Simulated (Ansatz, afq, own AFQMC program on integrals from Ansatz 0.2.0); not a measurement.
**H$_{3}$S⁺, triplet: AFQMC among the cluster methods**

```yaml
atoms:
  - { symbol: S, position_ang: [0.0000, -0.0392, -0.0511] }
  - { symbol: H, position_ang: [0.0000, 1.3183, -0.0511] }
  - { symbol: H, position_ang: [0.0000, -0.0350, 3.2469] }
  - { symbol: H, position_ang: [0.0000, -0.0373, -1.5712] }
```

Basis 6-31G. Only valence electrons are correlated. Integrals, coupled cluster, full CI and functionals: Ansatz 0.2.0; the random walks run on the same integrals in our own AFQMC program. ph-AFQMC/CISD is guided by a CISD state made of CCSD amplitudes; releasing the constraint for a short imaginary time cuts its bias at the price of noise, slowly where states lie close. Error bars are statistical, one sigma.

Determinant: UHF, the one that the program's search chose, which needn't be the lowest solution. The geometry is a point of a scan.

Full CI on the same integrals is exact in this basis and with this determinant's frozen core.

Cautions: lower spins were not checked.

- T1 diagnostic: 0.0113
- weight of the determinant in the CISD state: 0.949
- ⟨S²⟩ of the determinant: 2.014
- size of the correlated space: 8 electrons in 14 orbitals

(1) Estimate: order these by the size of their error in total energy against full CI, smallest first.
A. MP2
B. CCSD
C. CCSD(T)
D. AFQMC with the constraint released

(1) D (0.3 ± 0.3 meV), C (4.3 meV), B (16.7 meV), A (497.4 meV).

Reference: full CI, correlation energy -1.838 eV. The released energy is read at 2.40 1/Eh (meV from the phaseless value at times in 1/Eh: 0.7 ± 0.5 at 0.24, -0.4 ± 0.5 at 0.51, -0.6 ± 0.4 at 0.99, -0.1 ± 0.4 at 1.62, -0.4 ± 0.3 at 2.40).

A walk keeps the symmetry of its determinant, which the program's search chose and which needn't be the lowest solution, so a lower state of the same spin and another symmetry isn't excluded. Released energies are given only where the last usable release times agree within the noise; a slower fall can still hide under it.
